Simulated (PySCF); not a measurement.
Molecule: `InChI=1S/C4H5FO/c5-4(6)3-1-2-3/h3H,1-2H2`.

Numbering as in the mapped SMILES `[O:1]=[C:2]([F:3])[CH:4]1[CH2:5][CH2:6]1`; H(Xn) means a hydrogen on atom n. Ha(C5), Ha(C6) are cis to C2 on the ring; Hb(C5), Hb(C6) are trans to C2 on the ring.

Geometry PBE0-D3(BJ)/def2-SVP throughout; GIAO in PySCF 2.14, gas phase, one conformer, non-relativistic; equivalent atoms averaged; functional PBE0.

For orientation, pcSseg-0 gives these shifts δ (against H2O, TMS, CFCl3 at the same level): O1 455.0, C2 188.4, C4 15.0, C5/C6 14.9, F3 72.6, Hb(C5)/Hb(C6) 1.56, Ha(C5)/Ha(C6) 1.52, H(C4) 1.29 ppm.

A run gave: O1 392.0, C2 172.9, C4 11.8, C5/C6 12.8, F3 54.7, Hb(C5)/Hb(C6) 0.95, Ha(C5)/Ha(C6) 1.14, H(C4) 1.46 ppm (shifts δ (against H2O, TMS, CFCl3 at the same level)).

Q: Which basis set was used in that run?
A. cc-pVDZ
B. IGLO-III
C. aug-cc-pVDZ
D. cc-pVTZ

A: D. C2 tells them apart best: cc-pVTZ gives 172.9, IGLO-III gives 176.6, aug-cc-pVDZ gives 166.5, cc-pVDZ gives 164.2 ppm.
